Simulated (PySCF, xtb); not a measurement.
ethylene (C₂H₄), SMILES C=C.

Harmonic wavenumbers (cm⁻¹) from xtb 6.7.1 with GFN2-xTB at its own minimum, in rising order: 841, 872, 1021, 1035, 1183, 1394, 1420, 1705, 3096, 3097, 3104, 3129.

**Question.** What does B3LYP-D3(BJ)/def2-TZVP run with PySCF give at its own minimum? (An estimate is asked for; the answer gives what the named calculation found.)

**Answer.** 837, 978, 983, 1063, 1247, 1384, 1479, 1693, 3131, 3144, 3200, 3228. Paired by order, the mean absolute difference is 50 cm⁻¹ and the zero-point energies are 31.3 and 32.0 kcal/mol.
